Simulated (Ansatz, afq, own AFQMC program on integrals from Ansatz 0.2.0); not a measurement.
AFQMC on a folder of integrals that Ansatz 0.2.0 wrote.

```yaml
crystal:
  periodic: [false, false, false]
  atoms:
    - {symbol: C, position_ang: [-0.764795, 0.839774, -0.834827]}
    - {symbol: Ge, position_ang: [0.278169, -0.577098, 0.029946]}
    - {symbol: H, position_ang: [-1.105763, 0.501457, -1.826215]}
    - {symbol: H, position_ang: [-0.152040, 1.743084, -0.963004]}
    - {symbol: H, position_ang: [-1.645378, 1.092282, -0.227570]}
    - {symbol: H, position_ang: [1.541327, -0.927400, -0.793736]}
    - {symbol: H, position_ang: [-0.573019, -1.853100, 0.240105]}
basis:
  gaussian: {orbitals: def2-TZVP}
magnetization: {spin_polarized: true, initial_magnetization: 1}
correlation: {method: ccsd_t, electrons: outside_noble_gas, hamiltonian_folder: ham}
```

```sh
$ ansatz run in.yaml --threads 1 --pin off --events-out ev --progress --plain --max-ram 16896MiB --backend cuda --devices 0, --max-vram 18GiB
```

afq runs on the folder ham with

```
--method phaseless --trial cisd --walkers 1100 --populations 20 --least-time 60 --time-step 0.005 --steps-per-block 50 --equilibration-blocks 28 --max-blocks 4000 --target-error 0.00021 --factor-cut 1e-05 --start spin_pure --seed 7423 --release-times 0.24,0.51,0.99,1.62,2.4 --release-step 0.03 --release-every 3 --taylor-order 6
```

Times are imaginary, in 1/Eh. The walk had a cap of 233 s. With eight or more populations the least sampling time is a fifth of least-time, and the error comes from their spread. Filled inner d shells are frozen with the cores.

Output of the walk:

```
orbitals 94  electrons 7 6  factors 721 of 772
reference energy -2116.12479859 Eh
CCSD correlation -0.31046351 Eh in 10 cycles, weight of the determinant in the CISD state 0.8738
energy of the start -2116.435161 Eh
 block  time / (1/Eh)  mean weight  energy / Eh
     1     0.250  0.9998  -2116.430656
     2     0.500  0.9998  -2116.434333
     3     0.750  1.0002  -2116.437109
     4     1.000  1.0002  -2116.439860
     5     1.250  0.9988  -2116.441284
    10     2.500  0.9994  -2116.444929
    29     7.250  1.0002  -2116.448028
    49    12.250  0.9991  -2116.445823
    69    17.250  0.9998  -2116.447201
    89    22.250  1.0000  -2116.446443
   109    27.250  0.9992  -2116.445603
   117    29.250  0.9999  -2116.449785
   129    32.250  0.9996  -2116.448358
   149    37.250  1.0003  -2116.448326
   161    40.250  1.0000  -2116.444294
   169    42.250  1.0007  -2116.446883
   177    44.250  1.0005  -2116.447272
error from the spread of 20 populations
released: time / (1/Eh)  energy / Eh  error  mean overlap
  0.24  -2116.446519  0.000175  1.0018
  0.51  -2116.446533  0.000142  0.9968
  0.99  -2116.446937  0.000148  0.9939
  1.62  -2116.447186  0.000189  0.9799
  2.40  -2116.447066  0.000183  0.9605
energy -2116.446551 +/- 0.000209 Eh
(rows thinned)
```

The run passed its tests (sampling time, drift between the halves within three errors, error under three times the target), which doesn't prove that it has relaxed.

Against this walk (error 5.7 meV) on the same determinant: CCSD(T) 28.2 meV higher. The error is statistical and leaves out the bias of the constraint. Released to 2.40 1/Eh the energy moves by -14 ± 8 meV (both errors), within twice the noise.

Cautions: constraint bias not in the error; no relativity below Rb; no spin-orbit coupling; inner d shell frozen.

The walk took 3.3 min on 1 × NVIDIA H100 80GB HBM3 with 2 threads of AMD EPYC 7R13 Processor (Zen 3), with other jobs on the host (the card was shared). The log's last line is the phaseless energy.
